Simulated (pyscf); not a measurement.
Structures and frequencies: ωB97X-D3(BJ)/def2-SVP in PySCF.

Question: Estimate by transition-state theory the rate constant of H₂N–SiH₂–F + SiH₄ -> H₂N–SiH₃ + F–SiH₃ (singlet surface; F–Si, H–Si broken, H–Si, F–Si formed) at 900 K, with ωB97M-D3(BJ)/def2-TZVP energies (ideal gas, 1 atm, RRHO with modes under 100 cm⁻¹ raised to 100, one conformer, R ln 2 for chiral ones without a mode under 150 cm⁻¹; no tunnelling).

Answer: The electronic barrier is 37.6 kcal/mol and the thermal terms add +32.8, so ΔG‡ = 70.4 kcal/mol. With k_BT/h = 1.88e+13 s⁻¹ and RT = 1.788 kcal/mol, and a volume of 1.23e-19 cm³ per molecule at 1 atm, k = 1.8e-23 cm³ molecule⁻¹ s⁻¹. Wigner's tunnelling factor for 324i cm⁻¹ would be 1.01. A shift of 1 kcal/mol in the barrier changes k by a factor 1.7. Another saddle between the same species, by other bonds, lies lower (26.4 kcal/mol against 37.6 kcal/mol at ωB97M-D3(BJ)/def2-TZVP).
